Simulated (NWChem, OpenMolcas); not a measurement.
**How basis sets differ on NaLi (SMILES [Li][Na])**

The species is NaLi (2 atoms), meant as a singlet with charge 0. As SMILES, `[Li][Na]`. The bond length is the measured one.

```xyz
2

Li    0.0000    0.0000    0.0000
Na    0.0000    0.0000    2.8100
```

Quantity: the dipole moment, in D. The values are calculated.

| level | kind | program | value (D) |
| --- | --- | --- | --- |
| HF/ANO-L-MB | Hartree–Fock | OpenMolcas | 0.52 |
| HF/STO-3G | Hartree–Fock | OpenMolcas | 7.56 |
| HF/3-21G | Hartree–Fock | NWChem | 0.60 |
| HF/def2-SVP | Hartree–Fock | NWChem | 0.52 |
| HF/cc-pVTZ | Hartree–Fock | OpenMolcas | 0.63 |

The values span 0.52 to 7.56 D. Magnitudes only: a small dipole may point the other way at some levels. Sets without polarisation functions give poor dipoles.
